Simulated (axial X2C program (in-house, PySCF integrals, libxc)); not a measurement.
# CH: cheaper levels and CCSD(T), 2c

Calculated with an axial X2C code built on PySCF integrals. Two-component (2c) means X2C with spin–orbit coupling and atomic mean-field two-electron Coulomb and Gaunt terms. Basis: C dyall-v3z [7s6p2d1f], H dyall-v3z [6s2p1d] (cores contracted in-house); Gaussian nuclei, density fitting, unrestricted open shells. Masses: C 12.000 u, H 1.008 u.

State: Ω = 1/2 (⟨Sz⟩ = -0.50, ⟨Lz⟩ = 1.00 at HF); fragments C + H.

```
    level  Re (Å)  ωe (cm⁻¹)  De (eV)
     PBE0   1.125     2846.6     3.49
       HF   1.105     3038.1     2.39
      MP2   1.114     2947.0     3.39
     CCSD   1.121     2861.2     3.51
BHandHLYP   1.110     2954.9     3.50
```

Correlated methods: 5 electrons correlated (number of frozen shells: C 1 s; H none), 105 virtual spin orbitals or spinors in MP2, 65 natural virtuals in coupled cluster.

CCSD(T), same Hamiltonian and basis:

Re = 1.123 Å, ωe = 2841.7 cm⁻¹, De = 3.55 eV; T1 = 0.010 (Lee–Taylor normalisation).

**Question.** Give the differences from CCSD(T) in the columns below.

**Answer.** 

```tsv
level	ΔRe (Å)	Δωe (cm⁻¹)	ΔDe (eV)
PBE0	0.002	5	-0.06
HF	-0.018	196	-1.16
MP2	-0.009	105	-0.16
CCSD	-0.002	20	-0.04
BHandHLYP	-0.013	113	-0.05
```

Occupations by symmetry block were frozen at the best pattern of an incomplete PBE0 search. De is counted from the lowest determinant-based energies of the atoms at the same level, without counterpoise correction. Density functionals use the spin component along the axis (collinear). Coupled cluster ran in a truncated set of natural virtual spinors; the MP2 energy of the rest was added. (T) has no such correction and the atoms are truncated less, which lowers De at CCSD(T) by a hundredth of an eV or more. The 2c atoms are single determinants rather than J levels; their spin–orbit lowering is only partly caught, and De is too large by that part. This holds for PBE0, MP2, CCSD, BHandHLYP, CCSD(T). PBE0 can misorder states that lie within some tenths of an eV, so this need not be the ground state of the molecule. The nearest other 2c determinant of the search, Ω = 3/2, lies 0.00 eV up at the distance of the search. The functionals have no current-density term, which raises determinants with orbital currents, atoms included.
